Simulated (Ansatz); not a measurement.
**AlH2ClO (SMILES [OH][AlH][Cl]): the energy, rung by rung**

AlH2ClO: 5 atoms, total charge 0, spin state singlet. SMILES: `[OH][AlH][Cl]`. Geometry: relaxed at PBE0-D4/def2-TZVP. This is one conformer, not always the lowest.

```xyz
5

O    -1.1101    0.3709   -0.5144
Al    0.4310    0.1849    0.1375
Cl    1.1149   -1.7254    0.6628
H    -1.7195   -0.3491   -0.6695
H     1.3335    1.4450    0.3422
```

Each level gives the energy change with the Al2–Cl3 bond stretched from 2.096 to 5.240 Å (eV). The values are calculated.

| level | kind | program | value (eV) | less FCI/STO-3G | CPU time (all runs) |
| --- | --- | --- | --- | --- | --- |
| HF/STO-3G (restricted) | Hartree–Fock | Ansatz | 7.93 | +1.80 | 0.17 s |
| SVWN5/STO-3G (restricted) | LDA | Ansatz | 5.94 | -0.19 | 1.1 s |
| revPBE/STO-3G (restricted) | GGA | Ansatz | 5.49 | -0.64 | 2.1 s |
| BHLYP/STO-3G (restricted) | global hybrid | Ansatz | 7.03 | +0.90 | 1.6 s |
| r2SCAN0/STO-3G (restricted) | hybrid meta-GGA | Ansatz | 6.60 | +0.47 | 6.1 s |
| HSE06/STO-3G (restricted) | range-separated hybrid | Ansatz | 6.34 | +0.21 | 2 s |
| B2PLYP/STO-3G (restricted) | double hybrid | Ansatz | 5.92 | -0.21 | 1.9 s |
| FCI/STO-3G | exact in the basis | Ansatz | 6.13 | 0.00 | 36 s |

FCI/STO-3G is exact within its basis and frozen core, so for wave-function methods in that basis the difference is their error; functionals converge differently with the basis, so for them it is only a difference. Spin-restricted single references rise too steeply as a bond breaks, Hartree–Fock most of all. The first shape isn't each level's own minimum. The values span 5.49 to 7.93 eV. All rows use very small basis sets, so even the best lies far from the true value. Times are those of the runs behind each value, whatever else they computed, on shared processors of several kinds: orders of magnitude only.
